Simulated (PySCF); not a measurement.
C4H10OS.
Atom-mapped SMILES: `[CH3:1][CH:2]([CH3:3])[S@:4]([CH3:5])=[O:6]` (hydrogens: H7, H8, H9 on C1; H10 on C2; H11, H12, H13 on C3; H14, H15, H16 on C5)

Theory: PySCF, PBE0-D3(BJ)/def2-SVP geometry optimisation, gas phase.

List the bond lengths, angles and torsions at this level.

```json
{"bond": "C1–C2", "length (pm)": "151.7", "order": "single"}
{"bond": "C2–C3", "length (pm)": "151.8", "order": "single"}
{"bond": "C2–S4", "length (pm)": "185.1", "order": "single"}
{"bond": "S4–C5", "length (pm)": "181.4", "order": "single"}
{"bond": "S4=O6", "length (pm)": "150.5", "order": "double"}
{"bond": "C1–H7, C1–H8, C1–H9", "length (pm)": "110.1", "order": "single"}
{"bond": "C2–H10", "length (pm)": "110.4", "order": "single"}
{"bond": "C3–H11, C3–H12, C3–H13", "length (pm)": "110.1", "order": "single"}
{"bond": "C5–H14, C5–H15, C5–H16", "length (pm)": "109.9", "order": "single"}
```

Bonds in one row agree within 1 pm and their mean is given. Orders are formal, as drawn. A selection of angles:
```json
{"angle": "C2–C1–H7", "degrees": "112.7"}
{"angle": "C2–C1–H8", "degrees": "110.9"}
{"angle": "C2–C1–H9", "degrees": "110.0"}
{"angle": "H7–C1–H8", "degrees": "108.2"}
{"angle": "C1–C2–C3", "degrees": "113.8"}
{"angle": "C1–C2–S4", "degrees": "110.7"}
{"angle": "C1–C2–H10", "degrees": "111.3"}
{"angle": "C3–C2–S4", "degrees": "106.2"}
{"angle": "C3–C2–H10", "degrees": "109.6"}
{"angle": "S4–C2–H10", "degrees": "104.8"}
{"angle": "C2–C3–H11", "degrees": "111.1"}
{"angle": "C2–C3–H12", "degrees": "110.1"}
{"angle": "H11–C3–H12", "degrees": "108.3"}
{"angle": "H12–C3–H13", "degrees": "109.0"}
{"angle": "C2–S4–C5", "degrees": "97.7"}
{"angle": "C2–S4–O6", "degrees": "106.2"}
{"angle": "C5–S4–O6", "degrees": "105.4"}
{"angle": "S4–C5–H14", "degrees": "108.4"}
{"angle": "S4–C5–H15", "degrees": "105.8"}
{"angle": "S4–C5–H16", "degrees": "111.3"}
{"angle": "H14–C5–H15", "degrees": "109.6"}
{"angle": "H14–C5–H16", "degrees": "111.7"}
```

Dihedral angles: C1–C2–S4–C5 -75° (synclinal).

Of the pairs four or more bonds apart, O6···H12 is among the closest relative to their van der Waals radii: 2.50 Å, 92 % of the sum of Bondi's values. S4 (sulfinyl sulfur) is pyramidal (angles 106.2°, 105.4° and 97.7°, sum 309.3°, 0.72 Å off the plane of its three neighbours). The C–S distances run from 1.814 Å (S4–C5, drawn single) to 1.851 Å (C2–S4, drawn single), a spread of 0.037 Å.

Point group: C1 (no symmetry element, even within 0.4 Å). PBE0-D3(BJ)/def2-SVP frequencies: not computed here. The numbers are those of one conformer.
